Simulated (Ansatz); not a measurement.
Cartesian coordinates (Å):
```xyz
4

N      0.0032     0.0000     0.3060
H      0.9249    -0.1482    -0.1116
H     -0.5923    -0.7278    -0.0959
H     -0.3357     0.8760    -0.0985
```
Charge 0, multiplicity 1.

Calculation: frozen-core CCSD(T)/cc-pVTZ // B3LYP-D3(BJ)/def2-SVP run with Ansatz (a program for electronic structure).

```json
{
 "HF energy": "-56.21680 Ha",
 "MP2 correlation energy": "-0.23591 Ha"
}
```

Question: Estimate the CCSD correlation energy, the (T) correction, the total energy and the T1 diagnostic.

Answer: 
| Property | Value |
|---|---|
| CCSD correlation energy | -0.24847 Ha |
| (T) correction | -0.00776 Ha |
| CCSD(T) total energy | -56.47304 Ha |
| T1 diagnostic | 0.006 |
